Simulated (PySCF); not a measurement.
Excitations are Tamm–Dancoff values on a coarser integration grid. The basis has no diffuse functions, so Rydberg states are missing or too high.

# C₂H₆, SMILES `CC` (charge 0, multiplicity 1)

Method: PySCF with PBE-D3(BJ)/def2-TZVP // PBE0-D3(BJ)/def2-TZVP.

```
Quantity                                                             Value
-------------------------------------------  -----------------------------
HOMO                                                              -8.11 eV
dipole moment                                                       0.00 D
LUMO                                                               0.65 eV
HOMO–LUMO gap                                                      8.76 eV
S1 excitation (TDA)                                                8.85 eV
S1 oscillator strength                                               0.000
brightest of the four lowest singlets (TDA)                        9.95 eV
T1 excitation (TDA)                                                8.53 eV
S1–T1 gap (TDA)                                                    0.32 eV
total energy                                                   -79.7341 Ha
cost                                         around 3 core-minutes (rough)
```

```xyz
8

C     -0.7586    -0.0329     0.0033
C      0.7586     0.0329    -0.0033
H     -1.1911     0.6713    -0.7115
H     -1.1154    -1.0309    -0.2621
H     -1.1638     0.2093     0.9887
H      1.1911    -0.6713     0.7115
H      1.1638    -0.2093    -0.9887
H      1.1154     1.0309     0.2621
```
